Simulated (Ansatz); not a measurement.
We consider CsCl-type TlCl, described by PBE in Ansatz (plane waves, PAW).

Settings: plane-wave cutoff 520 eV, 6×6×6 k mesh, perturbation theory, scalar-relativistic PAW data made under PBE.

Computed at the level's own relaxed cell.

Harmonic phonon frequencies (cm⁻¹; i marks an imaginary mode; at Γ without the LO shift):

| q point | frequencies |
|---|---|
| Γ | 0 0 0 18 18 18 |
| X | 7i 7i 65 67 67 153 |
| M | 16i 41 41 44 78 78 |
| R | 39 39 39 119 119 119 |

Imaginary modes appear, so the structure is dynamically unstable at this level.

Note: the run warned that the k mesh is coarse for the response to a field; the run finds an imaginary mode (16i cm⁻¹), so the cell is a saddle point at this level.

Ansatz is a first-principles code.
